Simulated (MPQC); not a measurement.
**C2H2S (ethenethione) at 5 levels**

We compute a comparison of 5 runs (HF/STO-3G, HF/3-21G, HF/def2-SVP, PBE0/def2-SVP, B3LYP/6-311G**) of C2H2S (ethenethione). 

The results are computed with MPQC 2.3.1.

## (1) The structure to begin with

C2H2S: 5 atoms, total charge 0, spin state singlet. As SMILES, `C=C=S`. The shape is that of a GFN2-xTB optimisation.

Bond lengths: C1–C2 1.293 Å, C2–S3 1.556 Å, C1–H4 1.076 Å, C1–H5 1.076 Å. Angles: C1–C2–S3 180.0°, C2–C1–H4 121.7°, C2–C1–H5 121.5°, H4–C1–H5 116.8°.

## (2) Energy and gradient at HF/STO-3G (run 1)

Contents of job.in:

```
molecule<Molecule>: (
    symmetry = c1
    unit = bohr
    { atoms geometry } = {
        C  [ 1.02268198  -0.46436240   0.19309222 ]
        C  [ -1.16917355   0.53260041  -0.22270422 ]
        S  [ -3.80828947   1.73093244  -0.72212104 ]
        H  [ 2.64348118   0.01009114  -0.93949624 ]
        H  [ 1.31131875  -1.80926159   1.69124819 ]
    }
)
basis<GaussianBasisSet>: (
    name = "STO-3G"
    molecule = $:molecule
    basisdir = "."
    puream = yes
)
mpqc: (
    checkpoint = no
    savestate = no
    restart = no
    do_energy = yes
    do_gradient = yes
    optimize = no
    mole<CLHF>: (
        molecule = $:molecule
        basis = $:basis
        total_charge = 0
        memory = 1000000000
        print_evals = yes
        print_npa = yes
        maxiter = 120
        value_accuracy = 1e-08
        guess_wavefunction<CLHF>: (
            molecule = $:molecule
            total_charge = 0
            memory = 1000000000
            value_accuracy = 1e-3
            basis<GaussianBasisSet>: (
                name = "STO-3G"
                molecule = $:molecule
            )
        )
    )
)
```

The basis set STO-3G is read from a file made from the Basis Set Exchange's data (not shown).

The run is started by

```
$ mpqc job.in > job.out
```

Standard output:

```text
MPQC: Massively Parallel Quantum Chemistry
[...]
  LUMO is    16   A =   0.212276
  total scf energy = -469.0473630708
[...]
Value of the MolecularEnergy: -469.0473630708
  Gradient of the MolecularEnergy:
      1    0.0005696769
      2   -0.0000552985
      3   -0.0001806204
      4    0.0248504929
      5   -0.0113428467
      6    0.0048168933
      7   -0.0220768536
      8    0.0100059864
      9   -0.0041726216
     10   -0.0029415054
     11   -0.0011038241
     12    0.0023538927
[...]
      symmetry = c1
[...]
```

Wall time 0.42 s (1 thread of Intel Xeon Platinum 8488C (Sapphire Rapids), shared host).

## (3) Energy and forces at HF/3-21G (run 2)

Contents of input.in:

```
molecule<Molecule>: (
   symmetry = c1
   unit = angstrom
   { atoms geometry } = {
      C  [ 0.541180 -0.245730 0.102180 ]
      C  [ -0.618700 0.281840 -0.117850 ]
      S  [ -2.015260 0.915970 -0.382130 ]
      H  [ 1.398870 0.005340 -0.497160 ]
      H  [ 0.693920 -0.957420 0.894970 ]
   }
)
basis<GaussianBasisSet>: (
   name = "3-21G"
   molecule = $:molecule
   basisdir = "."
   puream = yes
)
mpqc: (
   checkpoint = no
   savestate = no
   restart = no
   do_energy = yes
   do_gradient = yes
   optimize = no
   mole<CLHF>: (
      molecule = $:molecule
      basis = $:basis
      total_charge = 0
      memory = 1000000000
      print_evals = yes
      print_npa = yes
      maxiter = 120
      value_accuracy = 1e-08
      guess_wavefunction<ExtendedHuckelWfn>: (
         molecule = $:molecule
         total_charge = 0
         multiplicity = 1
         basis<GaussianBasisSet>: (
            name = "STO-3G"
            molecule = $:molecule
         )
      )
   )
)
```

The basis set 3-21G is read from a file made from the Basis Set Exchange's data (not shown).

The run is started by

```
$ mpqc input.in > input.out
```

Standard output:

```text
MPQC: Massively Parallel Quantum Chemistry
[...]
  CLSCF::init: total charge = 0
[...]
  nbasis = 35
[...]
  iter     1 energy = -419.9378214671 delta = 2.24847e-01
[...]
  LUMO is    16   A =   0.064168
  total scf energy = -471.9729273023
[...]
Value of the MolecularEnergy: -471.9729273023
  Gradient of the MolecularEnergy:
      1    0.0034461936
      2   -0.0014188200
      3    0.0004185537
      4   -0.0489687201
      5    0.0222120666
      6   -0.0091796106
      7    0.0392928400
      8   -0.0178662637
      9    0.0074440701
     10    0.0032773460
     11   -0.0013190657
     12    0.0004297171
[...]
      symmetry = c1
[...]
```

Wall time 1.7 s (1 thread of Intel Xeon Platinum 8488C (Sapphire Rapids), shared host).

Run 3 isn't shown in full; the table further down has it.

## (4) Energy and forces at PBE0/def2-SVP (run 4)

Contents of mol.in:

```
molecule<Molecule>: (
    symmetry = c1
    unit = angstrom
    { atoms geometry } = {
        C  [ 0.541180 -0.245730 0.102180 ]
        C  [ -0.618700 0.281840 -0.117850 ]
        S  [ -2.015260 0.915970 -0.382130 ]
        H  [ 1.398870 0.005340 -0.497160 ]
        H  [ 0.693920 -0.957420 0.894970 ]
    }
)
basis<GaussianBasisSet>: (
    name = "def2-SVP"
    molecule = $:molecule
    basisdir = "."
    puream = yes
)
mpqc: (
    checkpoint = no
    savestate = no
    restart = no
    do_energy = yes
    do_gradient = yes
    optimize = no
    mole<CLKS>: (
        molecule = $:molecule
        basis = $:basis
        total_charge = 0
        memory = 1000000000
        print_evals = yes
        print_npa = yes
        maxiter = 120
        value_accuracy = 1e-08
        functional<SumDenFunctional>: (
            a0 = 0.25
            coefs = [ 0.75 1 ]
            funcs: [ <PBEXFunctional>: () <PBECFunctional>: () ]
        )
        integrator<RadialAngularIntegrator>: ( grid = xfine )
        guess_wavefunction<CLHF>: (
            molecule = $:molecule
            total_charge = 0
            memory = 1000000000
            value_accuracy = 1e-3
            basis<GaussianBasisSet>: (
                name = "STO-3G"
                molecule = $:molecule
            )
        )
    )
)
```

The basis set def2-SVP is read from a file made from the Basis Set Exchange's data (not shown).

The run is started by

```
$ mpqc mol.in > mol.out
```

Standard output:

```text
MPQC: Massively Parallel Quantum Chemistry
[...]
  Integrated electron density error = 0.000101418608
  iter     1 energy = -474.8313695665 delta = 1.68145e-01
  Integrated electron density error = 0.000000074576
  iter     2 energy = -475.0984138900 delta = 4.43241e-02
[...]
  Integrated electron density error = -0.000000005957
  iter    11 energy = -475.1345399950 delta = 2.83948e-07
  Integrated electron density error = -0.000000005957
  iter    12 energy = -475.1345399950 delta = 6.17480e-08
  Integrated electron density error = -0.000000005957
  iter    13 energy = -475.1345399950 delta = 2.16576e-08
[...]
  LUMO is    16   A =  -0.074283
  total scf energy = -475.1345399950
[...]
  Integrated electron density error = -0.000000007283
  Total Gradient:
[...]
Value of the MolecularEnergy: -475.1345399950
  Gradient of the MolecularEnergy:
      1   -0.0121739871
      2    0.0056583383
      3   -0.0024833045
      4    0.0179134357
      5   -0.0081638725
      6    0.0034571967
      7    0.0036120409
      8   -0.0016595979
      9    0.0006904250
     10   -0.0094015267
     11   -0.0043945313
     12    0.0085276446
[...]
        symmetry = c1
[...]
```

Run time: 23 s. Hardware: 1 thread of Intel Xeon Platinum 8488C (Sapphire Rapids), shared host; peak memory 0.17 GiB.

## (5) Energy and gradient at B3LYP/6-311G(d,p) (run 5)

Contents of job.in:

```
molecule<Molecule>: (
  symmetry = c1
  unit = angstrom
  { atoms geometry } = {
    C  [ 0.541180      -0.245730       0.102180 ]
    C  [ -0.618700       0.281840      -0.117850 ]
    S  [ -2.015260       0.915970      -0.382130 ]
    H  [ 1.398870       0.005340      -0.497160 ]
    H  [ 0.693920      -0.957420       0.894970 ]
  }
)
basis<GaussianBasisSet>: (
  name = "6-311G**"
  molecule = $:molecule
  basisdir = "."
  puream = yes
)
mpqc: (
  checkpoint = no
  savestate = no
  restart = no
  do_energy = yes
  do_gradient = yes
  optimize = no
  mole<CLKS>: (
    molecule = $:molecule
    basis = $:basis
    total_charge = 0
    memory = 1000000000
    print_evals = yes
    print_npa = yes
    maxiter = 120
    value_accuracy = 1e-08
    functional<StdDenFunctional>: ( name = "B3LYP" )
    integrator<RadialAngularIntegrator>: ( grid = xfine )
    guess_wavefunction<CLHF>: (
      molecule = $:molecule
      total_charge = 0
      memory = 1000000000
      value_accuracy = 1e-3
      basis<GaussianBasisSet>: (
        name = "STO-3G"
        molecule = $:molecule
      )
    )
  )
)
```

The basis set 6-311G** is read from a file made from the Basis Set Exchange's data (not shown).

The run is started by

```
$ mpqc job.in > job.out
```

Standard output:

```text
MPQC: Massively Parallel Quantum Chemistry
[...]
  Integrated electron density error = 0.000035558177
  iter     1 energy = -474.8697337907 delta = 8.63832e-02
  Integrated electron density error = 0.000018323598
  iter     2 energy = -475.5701156687 delta = 3.09456e-02
[...]
  Integrated electron density error = 0.000000004605
  iter    12 energy = -475.6022004518 delta = 1.79442e-07
  Integrated electron density error = 0.000000004605
  iter    13 energy = -475.6022004518 delta = 3.20965e-08
  Integrated electron density error = 0.000000004606
  iter    14 energy = -475.6022004518 delta = 1.43327e-08
[...]
  LUMO is    16   A =  -0.085212
  total scf energy = -475.6022004518
[...]
  Integrated electron density error = 0.000000003502
  Total Gradient:
[...]
Value of the MolecularEnergy: -475.6022004518
  Gradient of the MolecularEnergy:
      1   -0.0107949467
      2    0.0050296420
      3   -0.0022206263
      4    0.0054078868
      5   -0.0024864056
      6    0.0010901417
      7    0.0082357881
      8   -0.0037578144
      9    0.0015660360
     10   -0.0036425119
     11   -0.0024617860
     12    0.0042098055
[...]
        symmetry = c1
[...]
```

Run time: 45 s. Hardware: 1 thread of Intel Xeon Platinum 8488C (Sapphire Rapids), shared host; peak memory 0.51 GiB.

## (6) The series

| run | level | starting guess | integration grid | energy (Eh) | HOMO energy (eV) | LUMO energy (eV) | HOMO–LUMO gap (eV) | wall time |
| --- | --- | --- | --- | --- | --- | --- | --- | --- |
| 1 | HF/STO-3G | STO-3G | – | -469.047363 | -6.13 | 5.78 | 11.91 | 0.42 s |
| 2 | HF/3-21G | huckel STO-3G | – | -471.972927 | -8.97 | 1.75 | 10.71 | 1.7 s |
| 3 | HF/def2-SVP | STO-2G | – | -474.188998 | -8.93 | 1.84 | 10.77 | 4.5 s |
| 4 | PBE0/def2-SVP | STO-3G | xfine | -475.134540 | -6.54 | -2.02 | 4.52 | 23 s |
| 5 | B3LYP/6-311G** | STO-3G | xfine | -475.602200 | -6.40 | -2.32 | 4.08 | 45 s |

## (7) Summary of results

| quantity | value |
| --- | --- |
| run 5: total energy | -475.60220 Eh |
| run 5: HOMO energy | -6.40 eV |
| run 5: LUMO energy | -2.32 eV |
| run 5: HOMO–LUMO gap | 4.08 eV |
| run 5: largest force on an atom | 0.623 eV/Å |

In words: The HOMO–LUMO gap runs from 4.08 eV (B3LYP/6-311G**) to 11.91 eV (HF/STO-3G). The two ends differ in method and basis. Totals of different functionals can't be ranked against each other. In run 1 the basis is minimal, so the values are rough. All runs together took 74 s, the longest 45 s.
